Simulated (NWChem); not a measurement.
System: hydrogen sulfide (H2S); SMILES S

The following NWChem deck was run.

```
start job
memory heap 200 mb stack 900 mb global 1100 mb
geometry units angstroms noautosym nocenter noautoz
  S      0.000000     0.000000     0.113581
  H      0.971478     0.000000    -0.822416
  H     -0.971478     0.000000    -0.822416
end
basis spherical
  * library def2-svp
end
dft
  xc pbe0
  iterations 150
end
cosmo
  do_cosmo_smd true
  solvent water
end
task dft energy
```

Excerpt of the output:

```
             Northwest Computational Chemistry Package (NWChem) 7.3.0
             --------------------------------------------------------

                             Geometry "geometry" -> ""
                             -------------------------

 Output coordinates in angstroms (scale by  1.889725989 to convert to a.u.)

  No.       Tag          Charge          X              Y              Z
 ---- ---------------- ---------- -------------- -------------- --------------
    1 S                   16.0000     0.00000000     0.00000000     0.11358100
    2 H                    1.0000     0.97147800     0.00000000    -0.82241600
    3 H                    1.0000    -0.97147800     0.00000000    -0.82241600

 Effective nuclear repulsion energy (a.u.)      12.8249127440

                                 NWChem DFT Module
                                 -----------------

 Summary of "ao basis" -> "ao basis" (spherical)
 ------------------------------------------------------------------------------
       Tag                 Description            Shells   Functions and Types
 ---------------- ------------------------------  ------  ---------------------
 S                          def2-svp                 8       18   4s3p1d
 H                          def2-svp                 3        5   2s1p

 in cosmo_initialize ...
 calling solv_data for solv:h2o

 solvent parameters
 solvname_short: h2o
 solvname_long:  water
 dielec:       78.4000
 dielecinf:     1.7769
 aqueous SMD model solvent descriptors
 dielec:       78.4000
 sola:          0.8200

          ---------------
          -cosmo- solvent
          ---------------
 Cosmo: York-Karplus, doi: 10.1021/jp992097l
 dielectric constant -eps-     =  78.40
 screen = (eps-1)/(eps    )    =   0.98724
 surface charge correction     = lagrangian

   van der Waals surface
 --------------------------

 ---------- ATOMIC COORDINATES (A.U.) ------------ VDWR(ANG.) --
     1    0.00000000    0.00000000    0.21463697     2.490
     2    1.83582722    0.00000000   -1.55414089     1.200
     3   -1.83582722    0.00000000   -1.55414089     1.200
 number of segments per atom =        128
 number of   points per atom =        128
 atom (   nspa,  nppa )
 ----------------------
    1 (    128,     0 )       0
    2 (     22,     0 )       0
    3 (     22,     0 )       0
 number of -cosmo- surface points =      172
 molecular surface =     79.259 angstrom**2
 molecular volume  =     64.844 angstrom**3
 -lineq- algorithm             =   0
 -bem- low  level              =   3
 -bem- from -octahedral-
 gaussian surface charge width =   4.50000
 degree of switching           =   1.00000
 switching function tolerance  =   0.00010
 atomic radii =
 --------------
    1 16.000  2.490
    2  1.000  1.200
    3  1.000  1.200
 ...... end of -cosmo- initialization ......

 nat:                     3
 ixmem:                   608
 calling mnsol_interface()
 G(SMD-CDS) energy (kcal/mol)  =     1.017
 SMD-CDS SASA (angstrom**2)    =    70.749

            General Information
            -------------------
          SCF calculation type: DFT
          Wavefunction type:  closed shell.
          No. of atoms     :     3
          No. of electrons :    18
           Alpha electrons :     9
            Beta electrons :     9
          Charge           :     0
          Spin multiplicity:     1
          Use of symmetry is: off; symmetry adaption is: off
          Maximum number of iterations: 150
          AO basis - number of functions:    28
                     number of shells:    14
          Convergence on energy requested:  1.00D-06
          Convergence on density requested:  1.00D-05
          Convergence on gradient requested:  5.00D-04

              XC Information
              --------------
                         PBE0 Method XC Functional
                     Hartree-Fock (Exact) Exchange  0.250
          PerdewBurkeErnzerhof Exchange Functional  0.750
            Perdew 1991 LDA Correlation Functional  1.000 local
           PerdewBurkeErnz. Correlation Functional  1.000 non-local

             Grid Information
             ----------------
          Grid used for XC integration:  medium
          Radial quadrature: Mura-Knowles
          Angular quadrature: Lebedev.
          Tag              B.-S. Rad. Rad. Pts. Rad. Cut. Ang. Pts.
          ---              ---------- --------- --------- ---------
          S                   1.00       88           6.0       590
          H                   0.35       45           7.0       434
          Grid pruning is: on
          Number of quadrature shells:   178
          Spatial weights used:  Erf1

      Superposition of Atomic Density Guess
      -------------------------------------

 Sum of atomic energies:        -398.34587646

[...]

                                COSMO-SMD solvation results
                                ---------------------------

             internal energy in gas <Psi(g)|H|Psi(g)> =      -399.120300949335
         internal energy in solvent <Psi(s)|H|Psi(s)> =      -399.119720843026
                               delta internal energy  =         0.000580106309 (    0.36 kcal/mol)
   total free energy in solvent <Psi(s)|H+V/2|Psi(s)> =      -399.124395671573
 polarization energy contribution <Psi(s)|V/2|Psi(s)> =        -0.004674828547 (   -2.93 kcal/mol)
    total free energy in solvent including G(SMD-CDS) =      -399.122775411443
                       G(SMD-CDS) energy contribution =         0.001620260130 (    1.02 kcal/mol)
     1 M fixed-concentration free energy of solvation =        -0.002474462109 (   -1.55 kcal/mol)

                       DFT Final Molecular Orbital Analysis
                       ------------------------------------

 Vector    7  Occ=2.000000D+00  E=-4.425672D-01
              MO Center= -1.1D-09,  8.4D-12, -3.7D-01, r^2= 1.5D+00
   Bfn.  Coefficient  Atom+Function         Bfn.  Coefficient  Atom+Function
  ----- ------------  ---------------      ----- ------------  ---------------
     8      0.350391  1 S  px                11      0.327643  1 S  px
    19      0.317427  2 H  s                 24     -0.317427  3 H  s
     5      0.204551  1 S  px                20      0.113004  2 H  s
    25     -0.113004  3 H  s                 17      0.063746  1 S  d  1

 Vector    8  Occ=2.000000D+00  E=-3.680475D-01
              MO Center=  1.2D-09, -2.3D-11,  1.8D-01, r^2= 1.5D+00
   Bfn.  Coefficient  Atom+Function         Bfn.  Coefficient  Atom+Function
  ----- ------------  ---------------      ----- ------------  ---------------
    13      0.423188  1 S  pz                10      0.374997  1 S  pz
     4      0.341072  1 S  s                  3      0.280602  1 S  s
    19     -0.219358  2 H  s                 24     -0.219358  3 H  s
     7      0.217982  1 S  pz                 2     -0.205101  1 S  s
    20     -0.104218  2 H  s                 25     -0.104218  3 H  s

 Vector    9  Occ=2.000000D+00  E=-2.641217D-01
              MO Center=  2.3D-11,  4.9D-11,  8.4D-02, r^2= 1.4D+00
   Bfn.  Coefficient  Atom+Function         Bfn.  Coefficient  Atom+Function
  ----- ------------  ---------------      ----- ------------  ---------------
    12      0.675865  1 S  py                 9      0.451100  1 S  py
     6      0.259491  1 S  py

 Vector   10  Occ=0.000000D+00  E= 5.459363D-02
              MO Center=  2.0D-08,  1.6D-11, -3.4D-01, r^2= 2.8D+00
   Bfn.  Coefficient  Atom+Function         Bfn.  Coefficient  Atom+Function
  ----- ------------  ---------------      ----- ------------  ---------------
    11      0.994735  1 S  px                20     -0.839656  2 H  s
    25      0.839656  3 H  s                 19     -0.294772  2 H  s
    24      0.294772  3 H  s                  8      0.288685  1 S  px
     5      0.175022  1 S  px                17     -0.147742  1 S  d  1

 Vector   11  Occ=0.000000D+00  E= 6.614502D-02
              MO Center= -2.0D-08, -1.0D-11, -8.4D-01, r^2= 3.3D+00
   Bfn.  Coefficient  Atom+Function         Bfn.  Coefficient  Atom+Function
  ----- ------------  ---------------      ----- ------------  ---------------
     4      1.067502  1 S  s                 20     -1.020003  2 H  s
    25     -1.020003  3 H  s                 13     -0.860290  1 S  pz
     3      0.345689  1 S  s                  2     -0.224486  1 S  s
    10     -0.219458  1 S  pz                19     -0.157552  2 H  s
    24     -0.157552  3 H  s                  7     -0.132534  1 S  pz

 Vector   12  Occ=0.000000D+00  E= 3.456025D-01
              MO Center= -1.0D-09,  5.9D-12, -6.6D-01, r^2= 3.6D+00
   Bfn.  Coefficient  Atom+Function         Bfn.  Coefficient  Atom+Function
  ----- ------------  ---------------      ----- ------------  ---------------
    20      1.116749  2 H  s                 25     -1.116749  3 H  s
    19     -0.607854  2 H  s                 24      0.607854  3 H  s
    17     -0.353051  1 S  d  1               8     -0.184847  1 S  px
     5     -0.050708  1 S  px

     Multipole analysis of the density
     ---------------------------------

     L   x y z        total         alpha         beta         nuclear
     -   - - -        -----         -----         ----         -------
     0   0 0 0     -0.000000     -9.000000     -9.000000     18.000000

     1   1 0 0      0.000000      0.000000      0.000000      0.000000
     1   0 1 0     -0.000000     -0.000000     -0.000000      0.000000
     1   0 0 1     -0.660763     -0.493336     -0.493336      0.325910

     2   2 0 0     -8.803493     -7.772008     -7.772008      6.740523
     2   1 1 0      0.000000      0.000000      0.000000      0.000000
     2   1 0 1      0.000000      0.000000      0.000000      0.000000
     2   0 2 0    -11.898398     -5.949199     -5.949199      0.000000
     2   0 1 1      0.000000      0.000000      0.000000      0.000000
     2   0 0 2     -9.755231     -7.661522     -7.661522      5.567812
```

Level: PBE0/def2-SVP, SMD on the gas-phase geometry. Coordinates come from a PBE0/def2-SVP optimisation. Solvent: water.
